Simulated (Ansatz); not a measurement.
# Which isomer of C2OS2 gives these data?

These gas-phase data were calculated for one isomer of C2OS2 at PBE-D3(BJ)/def2-SVP (harmonic, unscaled wavenumbers; equilibrium rotational constants with average atomic masses):

```
rotational constants            : 5.265, 2.442, 1.668 GHz
all wavenumbers above 1500 cm⁻¹ : 1978
dipole moment                   : 1.29 D (PBE0/def2-TZVPD)
```

Candidates:

(1) `O=C1SC1=S`, a singlet
(2) `O=C=C=S=S`, a singlet

Problem. Which candidate do the data belong to? Where the bands don't settle it, estimate the moments of inertia from typical bond lengths.

Solution. Candidate (1). The rotational constants decide: (2) would give 9.291, 1.553, 1.331 GHz.

The same quantities for all candidates:

|  | rotational constants (GHz) | wavenumbers above 1500 cm⁻¹ | dipole (D) | E above the lowest, PBE-D3(BJ)/def2-SVP (kcal/mol) |
| --- | --- | --- | --- | --- |
| (1) | 5.265, 2.442, 1.668 | 1978 | 1.29 | 0.0 |
| (2) | 9.291, 1.553, 1.331 | 2193 | 0.86 | 19.6 |

Harmonic stretches to hydrogen usually lie a few per cent above observed fundamentals. Programs: Ansatz 0.2.0.
